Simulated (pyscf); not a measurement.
Routes from `[CH3][O]` [doublet] + `[CH4]`

Candidate steps break at most two bonds and form at most two. Each was searched with GFN2-xTB (tblite) first. Optimised with ωB97X-D3(BJ)/def2-SVP in PySCF. Correlated levels are frozen-core, on RHF or UHF. ΔMP2 is the change of the MP2 total energy from the triple- to the quadruple-zeta basis. Energies: CCSD(T)/def2-TZVPP + ΔMP2(QZVPP), kcal/mol, from the separated reactants, doublet surface; ΔG‡ with ideal gas, 1 atm, RRHO with modes under 100 cm⁻¹ raised to 100, one conformer, R ln 2 for chiral ones without a mode under 150 cm⁻¹.

```tsv
products	type	ΔE‡	ΔE	ΔG‡ 298 K	ΔG‡ 900 K	ν‡ (cm⁻¹)
H₃C–OH + CH₃•	hydrogen abstraction	13.1	-0.6	19.5	35.4	1862i
H₃C–O–CH₃ + H•	substitution at C	52.5	+22.1	60.6	79.5	1573i
```

Plain bond fissions and candidates not yet searched are not listed, and one of them may be faster. Each barrier is that of the saddle found; lower ones may exist. The CCSD(T) − MP2 part came from Ansatz, without density fitting, on the same reference. A UHF reference is spin-contaminated (<S²> up to 0.85), which harms MP2 most. The orbital near-degeneracy of the XH₃O or XH₃S radical is left out.
